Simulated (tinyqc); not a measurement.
Inside a calculation. Method: CCSD on RHF in the sto-3g basis, frozen core, for LiH, spin multiplicity 1. One step of it, computed by the program tinyqc.

Task: CCSD: starting amplitudes. t_ij^ab = <ij||ab> / (e_i + e_j - e_a - e_b), whose energy is MP2.

orbital energies (hartree): MO1 -2.347672, MO2 -0.289562, MO3 0.078643, MO4 0.163879, MO5 0.163879, MO6 0.561639

Two-electron integrals over orbitals (pq|rs), unique and non-zero (hartree); the lowest 1 orbital is frozen and left out:
```
(22|22) 0.490858    (32|22) -0.047728   (32|32) 0.012573    (33|22) 0.225107
(33|32) 0.006811    (33|33) 0.338390    (42|42) 0.023707    (43|42) 0.019238
(43|43) 0.041292    (44|22) 0.272697    (44|32) 0.005224    (44|33) 0.282112
(44|44) 0.312946    (52|52) 0.023707    (53|52) 0.019238    (53|53) 0.041292
(54|54) 0.016869    (55|22) 0.272697    (55|32) 0.005224    (55|33) 0.282112
(55|44) 0.279207    (55|55) 0.312946    (62|22) 0.129494    (62|32) -0.034014
(62|33) -0.010996   (62|44) -0.013623   (62|55) -0.013623   (62|62) 0.123400
(63|22) -0.051124   (63|32) 0.008902    (63|33) 0.036009    (63|44) 0.001803
(63|55) 0.001803    (63|62) -0.031449   (63|63) 0.026353    (64|42) -0.019563
(64|43) -0.013807   (64|64) 0.019615    (65|52) -0.019563   (65|53) -0.013807
(65|65) 0.019615    (66|22) 0.455754    (66|32) -0.042747   (66|33) 0.241751
(66|44) 0.268763    (66|55) 0.268763    (66|62) 0.137459    (66|63) -0.043819
(66|66) 0.455332
```

Give: Starting amplitudes; correlation energy.

Result:

Starting amplitudes (spin orbitals 1a, 1b, ...; amplitudes related by a flip of all spins are not repeated):
```
from      to        t
2a 2b  6a 6b  -0.0725
2a 2b  3a 6b   0.0279
2a 2b  5a 5b  -0.0261
2a 2b  4a 4b  -0.0261
2a 2b  3a 3b  -0.0171
```

correlation energy = -0.012296 hartree
